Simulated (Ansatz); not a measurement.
# PNH+ (triplet): the correlation ladder, def2-TZVPP

One table from this session's results is given with a row withheld; the runs are named, their logs left out.

The runs use Ansatz 0.2.0, Gaussian basis; def2-TZVPP, core rule «outside noble gas», up to 6 orbitals frozen.

To be run: UHF; ROHF; CCSD(T) on UHF.

2 further runs of the same task are left out: 2 set aside as unsound or not needed.

### What is computed

The geometry is a PBE0/def2-TZVP stationary point (not a proven minimum) of the parent state, kept for this charge and spin.

3 atoms, charge 1, spin multiplicity 3.

Atoms are counted from 1 here; the program's logs count them from 0.

Bond lengths: N1–P2 1.539 Å, N1–H3 1.016 Å. Angles: P2–N1–H3 124.7°.

Set-up of the first run:

The input, in.yaml:

```yaml
crystal:
  periodic: [false, false, false]
  atoms:
    - {symbol: N, position_ang: [0.000000, -0.117899, 1.017231]}
    - {symbol: P, position_ang: [0.000000, 0.031932, -0.514503]}
    - {symbol: H, position_ang: [0.000000, 0.657116, 1.674759]}
basis:
  gaussian: {orbitals: def2-TZVPP}
total_charge: 1
magnetization: {spin_polarized: true, initial_magnetization: 2}
hamiltonian: {xc: hf}
output: {orbitals: {seedname: orbitals}}
```

Run with:

```bash
ansatz run in.yaml --threads 1 --pin off --events-out ev --progress --plain --max-ram 4096MiB --backend cpu
```

Among the steps run: UHF; ROHF; CCSD(T) on UHF.

One table of the session follows, with a row left open; its other results are not shown here.

It belongs to the step «Misses and costs». 

```
  method  from UCCSD(T) (kJ/mol)
    ROHF                  +820.7
     UHF                  +795.2
    UMP2                       ?
   UCCSD                   +35.5
UCCSD(T)                       0
```

**Question.** Estimate the row for UMP2.

As computed: from UCCSD(T) (kJ/mol): +124.2. In the column «from UCCSD(T) (kJ/mol)» it lies between UCCSD (+35.5) and UHF (+795.2).
